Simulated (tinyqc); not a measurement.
Worked calculation: extended Hueckel theory, for CO. One step of it, computed by the program tinyqc.

Question. Wolfsberg-Helmholz matrix. H_ij = K' S_ij (H_ii + H_jj)/2 for i != j (the diagonal keeps H_ii), with K' = K + D^2 + D^4 (1 - K), D = (H_ii - H_jj)/(H_ii + H_jj), K = 1.5.

overlap S:
```
            1C 2s    1C 2px    1C 2py     1C 2pz     2O 2s    2O 2px    2O 2py     2O 2pz
1C 2s    1.000000  0.000000  0.000000   0.000000  0.345672  0.000000  0.000000  -0.292040
1C 2px   0.000000  1.000000  0.000000   0.000000  0.000000  0.192971  0.000000   0.000000
1C 2py   0.000000  0.000000  1.000000   0.000000  0.000000  0.000000  0.192971   0.000000
1C 2pz   0.000000  0.000000  0.000000   1.000000  0.432617  0.000000  0.000000  -0.304947
2O 2s    0.345672  0.000000  0.000000   0.432617  1.000000  0.000000  0.000000   0.000000
2O 2px   0.000000  0.192971  0.000000   0.000000  0.000000  1.000000  0.000000   0.000000
2O 2py   0.000000  0.000000  0.192971   0.000000  0.000000  0.000000  1.000000   0.000000
2O 2pz  -0.292040  0.000000  0.000000  -0.304947  0.000000  0.000000  0.000000   1.000000
```

diagonal H_ii (eV): 1C 2s -21.400000, 1C 2px -11.400000, 1C 2py -11.400000, 1C 2pz -11.400000, 2O 2s -32.300000, 2O 2px -14.800000, 2O 2py -14.800000, 2O 2pz -14.800000

K = 1.500000

Give: H.

Answer.

H (eV):
```
          1C 2s   1C 2px   1C 2py   1C 2pz    2O 2s   2O 2px   2O 2py   2O 2pz
1C 2s   -21.400    0.000    0.000    0.000  -14.296    0.000    0.000    8.102
1C 2px    0.000  -11.400    0.000    0.000    0.000   -3.834    0.000    0.000
1C 2py    0.000    0.000  -11.400    0.000    0.000    0.000   -3.834    0.000
1C 2pz    0.000    0.000    0.000  -11.400  -16.094    0.000    0.000    6.059
2O 2s   -14.296    0.000    0.000  -16.094  -32.300    0.000    0.000    0.000
2O 2px    0.000   -3.834    0.000    0.000    0.000  -14.800    0.000    0.000
2O 2py    0.000    0.000   -3.834    0.000    0.000    0.000  -14.800    0.000
2O 2pz    8.102    0.000    0.000    6.059    0.000    0.000    0.000  -14.800
```
